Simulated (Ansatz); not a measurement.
The input, for Ansatz 0.2.0:

```yaml
crystal:
  periodic: [false, false, false]
  atoms:
    - {symbol: W, position_ang: [0.000000, 0.000000, 0.000000]}
    - {symbol: F, position_ang: [0.000000, 0.000000, 1.786200]}
basis:
  gaussian: {orbitals: def2-SVP}
total_charge: 1
magnetization: {spin_polarized: true, initial_magnetization: 2}
hamiltonian: {pseudopotentials: {relativity: none}}
correlation: {method: mp2, electrons: outside_noble_gas}
```

```sh
$ ansatz run in.yaml --threads 1 --pin off --events-out ev --progress --plain --max-ram 2393MiB
```

(1) Roughly how long does this take on 1 thread of Arm Neoverse V2, shared host, and how much host memory?

```
443 factors; integrals over basis functions are off by at most 1.0e-3 eV
mean field evaluation 1: about -4491.8633 eV, gradient 4.5e1 eV
mean field evaluation 2: about -4491.9352 eV, gradient 4.5e1 eV
mean field evaluation 4: about -4499.9098 eV, gradient 3.8e0 eV
mean field evaluation 8: about -4500.3061 eV, gradient 6.3e-1 eV
mean field evaluation 16: about -4500.3546 eV, gradient 2.3e-4 eV
mean field evaluation 32: about -4500.3546 eV, gradient 2.2e-4 eV
mean field evaluation 64: about -4501.2838 eV, gradient 1.9e-4 eV
mean field evaluation 96: about -4500.3546 eV, gradient 7.4e-6 eV
mean field evaluation 128: about -4500.5305 eV, gradient 4.4e-4 eV
mean field evaluation 160: about -4501.0395 eV, gradient 1.2e-1 eV
mean field evaluation 192: about -4500.5304 eV, gradient 5.4e-2 eV
mean field evaluation 224: about -4501.0668 eV, gradient 5.3e-1 eV
mean field evaluation 256: about -4501.3483 eV, gradient 2.2e-1 eV
mean field evaluation 288: about -4500.9933 eV, gradient 1.3e0 eV
mean field evaluation 320: about -4501.2837 eV, gradient 9.7e-2 eV
mean field evaluation 352: about -4501.2738 eV, gradient 5.1e-1 eV
mean field evaluation 384: about -4501.3496 eV, gradient 1.6e-1 eV
mean field evaluation 416: about -4501.3404 eV, gradient 1.1e0 eV
mean field evaluation 448: about -4501.0395 eV, gradient 1.2e-1 eV
mean field evaluation 480: about -4495.8389 eV, gradient 1.0e0 eV
mean field evaluation 512: about -4501.1515 eV, gradient 6.8e-1 eV
mean field evaluation 544: about -4500.3544 eV, gradient 4.0e-2 eV
mean field -4501.35354173 eV, -165.4216915316 hartree, gradient 1.8e-6 eV, S^2 3.004870; 36 other end points of the search recorded, 0 dependent functions left out
5 core orbitals not correlated: weight in the atoms' cores, before any rotation towards them, 0.964 or more for the frozen orbitals, at most 0.033 for the correlated occupied ones
reference -4501.35354173 eV, -165.4216915316 hartree; 7, 5 occupied and 34, 36 virtual orbitals, 443 factors
second order -7.08262859 eV of doubles, -0.00000000 eV of singles
Total energy: -4508.43617032 eV, -165.6819733314 hartree
```

Results:

(1) 3.2 s wall and 0.15 GiB.
